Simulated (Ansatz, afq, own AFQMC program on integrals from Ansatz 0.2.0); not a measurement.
**Where AFQMC and coupled cluster stand for AlH₄, doublet**

| atom | x (Å) | y (Å) | z (Å) |
| --- | --- | --- | --- |
| Al | -0.0693 | 0.0165 | -0.1320 |
| H | 0.4393 | 0.0182 | 1.9866 |
| H | -0.3265 | 0.0075 | 1.9572 |
| H | 0.7238 | 1.3997 | -0.1880 |
| H | 1.0193 | -1.8677 | -0.2228 |

Basis 6-31G. Noble-gas cores (and the filled d shells of Ga–Kr and In–Xe) are frozen. Integrals, coupled cluster, full CI and functionals: Ansatz 0.2.0; the random walks run on the same integrals in our own AFQMC program. ph-AFQMC/CISD is guided by a CISD state made of CCSD amplitudes; releasing the constraint for a short imaginary time cuts its bias at the price of noise, slowly where states lie close. Uncertainties: one standard error, sampling alone.

Determinant: UHF, the one that the program's search chose, which needn't be the lowest solution. The geometry is a point of a scan.

Full CI on the same integrals is exact in this basis and with this determinant's frozen core.

The T1 diagnostic is 0.0289 and the weight of the determinant in the CISD state is 0.912. The ⟨S²⟩ of the determinant is 0.784 and the size of the correlated space is 7 electrons in 16 orbitals.

Reference: full CI, correlation energy -2.198 eV. The released energy is read at 2.40 1/Eh (meV from the phaseless value at times in 1/Eh: -0.8 ± 1.0 at 0.24, -1.2 ± 0.8 at 0.51, -1.8 ± 0.5 at 0.99, -2.5 ± 0.6 at 1.62, -3.1 ± 0.6 at 2.40).

```
         level  E − E(reference) (kcal/mol)  share of correlation (%)
            HF                        50.69                      0.00
           MP2                        18.29                     63.92
          CCSD                         1.02                     97.99
       CCSD(T)                         0.39                     99.23
         CCSDT                         0.02                     99.95
      CCSDT(Q)                         0.01                     99.99
        CCSDTQ                         0.00                    100.00
 ph-AFQMC/CISD                  0.10 ± 0.02                     99.81
released AFQMC                  0.03 ± 0.01                     99.95
```

CCSDT and higher add their correlation energy to the determinant of the CCSD(T) run, since their own runs factorise the integrals more tightly (a shift of under 2 meV). Released energies are given only where the last usable release times agree within the noise; a slower fall can still hide under it.
